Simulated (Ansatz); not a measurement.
Si₂H₈, singlet: at the end structure of a reaction step.

in.yaml

```yaml
crystal:
  periodic: [false, false, false]
  atoms:
    - {symbol: Si, position_ang: [-0.824416, -0.913772, -0.304408]}
    - {symbol: H, position_ang: [2.696103, -1.270948, 0.274787]}
    - {symbol: H, position_ang: [-2.254126, -1.182888, -0.616523]}
    - {symbol: H, position_ang: [0.003225, -1.334201, -1.466444]}
    - {symbol: H, position_ang: [-0.434999, -1.726118, 0.879051]}
    - {symbol: H, position_ang: [2.702658, -0.537047, 0.410451]}
    - {symbol: Si, position_ang: [-0.520821, 1.363437, 0.133540]}
    - {symbol: H, position_ang: [-0.914842, 2.171078, -1.052043]}
    - {symbol: H, position_ang: [-1.356745, 1.779856, 1.291566]}
    - {symbol: H, position_ang: [0.904062, 1.650505, 0.450123]}
basis:
  gaussian: {orbitals: def2-TZVPP}
hamiltonian: {xc: pbe}
correlation: {method: rpa}
```

Run by:

```bash
ansatz run in.yaml --threads 2 --pin off --events-out ev --progress --plain --max-ram 4352MiB
```

Output of Ansatz 0.2.0:

```
Functional definition: PBE
  name "PBE"
  cite "Perdew, Burke & Ernzerhof, Phys. Rev. Lett. 77, 3865 (1996) doi:10.1103/PhysRevLett.77.3865"
  parent pbe
  parameter kappa = 0.804
  parameter beta = 0.06672455060314922
  exchange = pbe_x(kappa = kappa, mu = beta*pi^2/3)
  correlation = pbe_c(beta = beta)
1077 factors; integrals over basis functions are off by at most 8.5e-4 eV
mean field evaluation 1: about -15874.6029 eV, gradient 2.0e1 eV
mean field evaluation 2: about -15874.5835 eV, gradient 2.0e1 eV
mean field evaluation 4: about -15876.1890 eV, gradient 3.6e0 eV
mean field evaluation 8: about -15876.2192 eV, gradient 9.4e-2 eV
mean field evaluation 16: about -15876.2193 eV, gradient 3.6e-6 eV
mean field -15876.21926216 eV, -583.4402965965 hartree, gradient 3.6e-6 eV, S^2 0.000000; 0 other end points of the search recorded, 0 dependent functions left out
10 core orbitals not correlated: weight in the atoms' cores, before any rotation towards them, 1.000 or more for the frozen orbitals, at most 0.000 for the correlated occupied ones
reference -15849.58260572 eV, -582.4614175273 hartree; 8, 8 occupied and 178, 178 virtual orbitals, 1077 factors
Total energy: -15866.88867630 eV, -583.0974038906 hartree
```

The lines “mean field evaluation” count trial sets of orbitals through the whole run, from several starts and some on an approximate energy, so they need not fall steadily or lie above the final value.

Hardware: 2 CPU threads of an Arm Neoverse V2, shared host. Wall time about 3.6 s.
